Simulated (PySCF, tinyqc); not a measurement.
Inside a calculation. Method: MP2 on RHF in the sto-3g basis, for LiH, spin multiplicity 1. The lowest restricted solution is unstable here: a spin-polarised one lies 0.0000 hartree lower (PySCF). One step of it, computed by the program tinyqc.

Task: Second-order Moller-Plesset energy. E2 = sum_ijab (ia|jb) [2 (ia|jb) - (ib|ja)] / (e_i + e_j - e_a - e_b) over occupied i, j and virtual a, b; the opposite-spin part is (ia|jb)^2 / denominator, the rest is same-spin, and SCS-MP2 scales them by 6/5 and 1/3.

orbital energies (hartree): MO1 -2.362756, MO2 -0.246113, MO3 0.072588, MO4 0.161679, MO5 0.161679, MO6 0.420184

Two-electron integrals over orbitals (pq|rs), unique and non-zero (hartree):
```
(11|11) 1.659192    (21|11) -0.099471   (21|21) 0.010381    (22|11) 0.322092
(22|21) 0.003199    (22|22) 0.457266    (31|11) -0.141332   (31|21) 0.010595
(31|22) -0.011877   (31|31) 0.022006    (32|11) 0.024876    (32|21) -0.002628
(32|22) -0.057348   (32|31) -0.000134   (32|32) 0.019497    (33|11) 0.392271
(33|21) -0.009126   (33|22) 0.214187    (33|31) 0.001076    (33|32) 0.013339
(33|33) 0.330690    (41|41) 0.009810    (42|41) 0.007273    (42|42) 0.021470
(43|41) 0.010358    (43|42) 0.020054    (43|43) 0.041354    (44|11) 0.396339
(44|21) -0.003678   (44|22) 0.249206    (44|31) -0.005057   (44|32) 0.011950
(44|33) 0.280220    (44|44) 0.312946    (51|51) 0.009810    (52|51) 0.007273
(52|52) 0.021470    (53|51) 0.010358    (53|52) 0.020054    (53|53) 0.041354
(54|54) 0.016869    (55|11) 0.396339    (55|21) -0.003678   (55|22) 0.249206
(55|31) -0.005057   (55|32) 0.011950    (55|33) 0.280220    (55|44) 0.279207
(55|55) 0.312946    (61|11) 0.068625    (61|21) -0.009324   (61|22) -0.007541
(61|31) -0.004394   (61|32) 0.002644    (61|33) 0.011754    (61|44) 0.001506
(61|55) 0.001506    (61|61) 0.010807    (62|11) -0.075445   (62|21) 0.001867
(62|22) 0.110225    (62|31) 0.003766    (62|32) -0.042217   (62|33) -0.018542
(62|44) -0.034148   (62|55) -0.034148   (62|61) 0.000681    (62|62) 0.129596
(63|11) 0.021915    (63|21) -0.002360   (63|22) -0.056222   (63|31) 0.004032
(63|32) 0.015649    (63|33) 0.036456    (63|44) 0.006870    (63|55) 0.006870
(63|61) 0.004410    (63|62) -0.037750   (63|63) 0.029831    (64|41) -0.005963
(64|42) -0.018739   (64|43) -0.012346   (64|64) 0.019451    (65|51) -0.005963
(65|52) -0.018739   (65|53) -0.012346   (65|65) 0.019451    (66|11) 0.354652
(66|21) 0.001041    (66|22) 0.429367    (66|31) -0.010908   (66|32) -0.048324
(66|33) 0.238832    (66|44) 0.260272    (66|55) 0.260272    (66|61) -0.004968
(66|62) 0.104532    (66|63) -0.046131   (66|66) 0.426459
```

Hartree-Fock energy = -7.82587962 hartree

Give: Terms; Pair energies; MP2 correlation energy; SCS-MP2 correlation energy; MP2 total energy.

Result:

Terms:
```
i  j  a  b    (ia|jb)    (ib|ja)  denominator       term
2  2  6  6      0.130      0.130       -1.333     -0.013
2  2  3  6     -0.042     -0.042       -0.985  -1.81e-03
2  2  6  3     -0.042     -0.042       -0.985  -1.81e-03
2  2  3  3      0.019      0.019       -0.637  -5.96e-04
2  2  5  5      0.021      0.021       -0.816  -5.65e-04
2  2  4  4      0.021      0.021       -0.816  -5.65e-04
1  1  3  3      0.022      0.022       -4.871  -9.94e-05
1  1  6  6      0.011      0.011       -5.566  -2.10e-05
1  1  5  5      0.010      0.010       -5.049  -1.91e-05
1  1  4  4      0.010      0.010       -5.049  -1.91e-05
2  1  5  5      0.007      0.007       -2.932  -1.80e-05
1  2  5  5      0.007      0.007       -2.932  -1.80e-05
2  1  4  4      0.007      0.007       -2.932  -1.80e-05
1  2  4  4      0.007      0.007       -2.932  -1.80e-05
2  1  6  3   3.77e-03   2.64e-03       -3.102  -5.94e-06
1  2  3  6   3.77e-03   2.64e-03       -3.102  -5.94e-06
1  1  6  3  -4.39e-03  -4.39e-03       -5.218  -3.70e-06
1  1  3  6  -4.39e-03  -4.39e-03       -5.218  -3.70e-06
1  2  6  3   2.64e-03   3.77e-03       -3.102  -1.30e-06
2  1  3  6   2.64e-03   3.77e-03       -3.102  -1.30e-06
1  2  6  6   6.81e-04   6.81e-04       -3.449  -1.34e-07
2  1  6  6   6.81e-04   6.81e-04       -3.449  -1.34e-07
2  1  3  3  -1.34e-04  -1.34e-04       -2.754  -6.50e-09
1  2  3  3  -1.34e-04  -1.34e-04       -2.754  -6.50e-09
```

Pair energies (hartree; pair i-j sums ij and ji):
```
pair  opposite spin  same spin
1-1       -1.66e-04          0
2-1       -8.61e-05  -8.12e-07
2-2          -0.018      0.000
```

MP2 correlation energy = -0.01820 hartree

SCS-MP2 correlation energy = -0.02184 hartree

MP2 total energy = -7.84408 hartree
